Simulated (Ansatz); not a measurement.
**BeNa+ (triplet): wave-function methods side by side, def2-TZVPP**

An exercise on one series of results from a longer session: the logs are not shown, and one member is left open.

Program: Ansatz 0.2.0, Gaussian basis. Level of theory: def2-TZVPP, core rule «outside noble gas», up to 6 orbitals frozen. These are calculated values, not measurements.

Plan: UHF; ROHF; CCSD(T) on UHF.

2 further runs of the same task are left out: 2 set aside as unsound or not needed.

## The geometry

The geometry is a PBE0/def2-TZVP stationary point (not a proven minimum) of the parent state, kept for this charge and spin.

2 atoms, charge 1, spin multiplicity 3.

Atoms are counted from 1 here; the program's logs count them from 0.

No contacts short enough for the rule that draws bonds.

Coordinates:

```
Be    0.00000    0.00000    0.00000
Na    0.00000    0.00000    2.90100
```

Set-up of the first run:

in.yaml reads:

```yaml
crystal:
  periodic: [false, false, false]
  atoms:
    - {symbol: Be, position_ang: [0.000000, 0.000000, 0.000000]}
    - {symbol: Na, position_ang: [0.000000, 0.000000, 2.901000]}
basis:
  gaussian: {orbitals: def2-TZVPP}
total_charge: 1
magnetization: {spin_polarized: true, initial_magnetization: 2}
hamiltonian: {xc: hf}
output: {orbitals: {seedname: orbitals}}
```

The run is started by

```bash
$ ansatz run in.yaml --threads 1 --pin off --events-out ev --progress --plain --max-ram 4096MiB --backend cpu
```

Steps of the session up to this table: UHF; ROHF; CCSD(T) on UHF.

One table of the session follows, with a row left open; its other results are not shown here.

| method | from UCCSD(T) (kJ/mol) |
| --- | --- |
| ROHF | ? |
| UHF | +10.6 |
| UMP2 | +5.0 |
| UCCSD | 0.0 |
| UCCSD(T) | 0 |

**Question.** Estimate the row for ROHF.

As computed: from UCCSD(T) (kJ/mol): +10.8. In the column «from UCCSD(T) (kJ/mol)» it is the highest.
